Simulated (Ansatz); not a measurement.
Base system: C in the diamond structure (space group Fd-3m, No. 227; a = 3.554 Å).

All numbers come from PBEsol in Ansatz (plane waves to 420 eV, PAW, no spin-orbit coupling).

It is then changed as follows: every C is replaced by Ge; the structure is relaxed again.

Measured lattice parameter a: C 3.553 Å (static lattice; corrected from measurement; as listed in Daniel Mejia-Rodriguez, S. B. Trickey, Phys. Rev. B (2018)); Ge 5.644 Å (static lattice; corrected from measurement; as listed in Daniel Mejia-Rodriguez, S. B. Trickey, Phys. Rev. B (2018)).

Task: How well does PBEsol reproduce the measured shift?

Result: With PBEsol the lattice parameter a moves by +2.122 Å (3.554 → 5.676) against +2.091 Å measured.

Whether these cells are dynamically stable was not tested.

Ansatz is a program for electronic structure.
